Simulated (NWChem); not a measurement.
C4H6; SMILES C(C)#CC

```xyz
10

C      2.0453    -0.1008    -0.2332
C      0.6016    -0.0295    -0.0676
C     -0.6018     0.0285     0.0667
C     -2.0453     0.1005     0.2333
H      2.5013     0.9018    -0.2121
H      2.3136    -0.5681    -1.1939
H      2.5125    -0.6948     0.5682
H     -2.5722    -0.3320    -0.6320
H     -2.3831     1.1434     0.3409
H     -2.3718    -0.4490     1.1303
```
Atoms are numbered in this order, from 1.

Computed with NWChem. Pople sets run with spherical d functions. The geometry was optimised at PBE0/def2-SVP. GIAO values for the isolated, static molecule; σ is the absolute isotropic shielding, δ = σ(reference) − σ with the isolated reference molecule computed at the same levels (13C: tetramethylsilane, 1H: tetramethylsilane).

```csv
level,δ C1 (ppm),δ C2 (ppm),δ H5 (ppm)
"LDA (Slater exchange, VWN5)/pcSseg-1",2.8,82.0,1.77
KT2/pcSseg-1,5.7,72.0,1.88
PBE/pcSseg-1,5.0,77.6,1.82
B3LYP/6-31G*,4.6,67.2,1.60
```
